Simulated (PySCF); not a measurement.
Gas-phase reaction: 6 SiF₂ + N₂ = 4 SiF₃ + 2 SiN

Computed with PySCF (xtb for GFN2) and rigid-rotor harmonic-oscillator thermochemistry at 1 bar. Table values come from the NASA 1993 polynomials. After a fit of one offset per element over all species, the range-separated, M06-2X, PBE0/def2-QZVP and CCSD(T)/def2-TZVPP enthalpies, where run, lie to one side of the table for SiF₂ (-43 kJ/mol), SiF₃ (+99 kJ/mol), SiN (+118 kJ/mol): a fault of the table's entry, another state or a shared error of the levels is possible; this was not checked at source. † marks an energy on the PBE0/def2-TZVP geometry and frequencies; other levels use their own. 6-31G* has spherical d functions here. Open shells (unrestricted): SiF₃ (multiplicity 2), SiN (multiplicity 2); the rest are closed-shell singlets. GFN2 has no spin-polarisation term. B3LYP is the form with VWN-RPA correlation. For this reaction the table lies outside the span of B3LYP, M06-2X, PBE0, r2SCAN, ωB97M-V, ωB97X-V in their largest bases here; which side is off was not settled. The harmonic model lacks anharmonicity and excited electronic states, which grow with temperature; levels with a mode under 35 cm⁻¹ are left out. The table's entry may be an old estimate for SiF₂, SiF₃, SiN (not checked at source).

```
level               ΔH°(298 K), kJ  minus table  ΔG°(1000 K), kJ
------------------  --------------  -----------  ---------------
table                        -69.5            -             93.0
B3LYP/6-31G*                 781.0        850.5            942.0
BLYP/def2-TZVP†              774.2        843.7            937.1
GFN2-xTB                     531.8        601.3            674.0
M06-2X/def2-TZVP†            736.2        805.7            899.0
PBE0/def2-QZVP†              700.3        769.8            863.1
PBE0/def2-SVP†               759.1        828.6            922.0
PBE0/def2-TZVP               704.0        773.5            866.9
LDA/def2-TZVP†               737.4        806.9            900.2
ωB97M-V/def2-TZVP†           874.2        943.7           1037.0
ωB97X-V/def2-TZVP†           800.0        869.5            962.9
```
